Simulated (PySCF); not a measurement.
Species: silane, SiH4.
Numbering: `[SiH4:1]` (hydrogens: H2, H3, H4, H5 on Si1)

Geometry (GFN2-xTB, Å), atoms numbered from 1 in this order:
```xyz
5
SiH4 angstrom
Si     0.002    0.001   -0.003
H     -0.332    1.237   -0.706
H     -0.688   -1.121   -0.637
H      1.444   -0.220   -0.063
H     -0.417    0.107    1.392
```

The closed-shell ground state was solved at several levels (PySCF, density fitting, gas phase, non-relativistic). The dipole stays under 0.02 D at every level.

| level | basis functions | HOMO (eV) | LUMO (eV) | gap (eV) |
| --- | --- | --- | --- | --- |
| PBE0/pcSseg-1 | 44 | -9.96 | 1.26 | 11.22 |
| CAM-B3LYP/def2-SVPD | 56 | -11.34 | 1.13 | 12.47 |

**Question.** Estimate the row for PBE0/def2-SVPD, a basis of 56 functions; the other rows only guide the guess.

**Answer.** HOMO -9.90 eV, LUMO 0.60 eV, gap 10.50 eV.

**Question.** Over all these levels, which gives the widest orbital gap and which the narrowest?

**Answer.** CAM-B3LYP/def2-SVPD (range-separated hybrid) has the widest, 12.47 eV, and PBE0/def2-SVPD (global hybrid, 25 % exact exchange) the narrowest, 10.50 eV. The two share the basis. From the narrowest to the widest the HOMO moves by -1.44 eV and the LUMO by +0.53 eV.
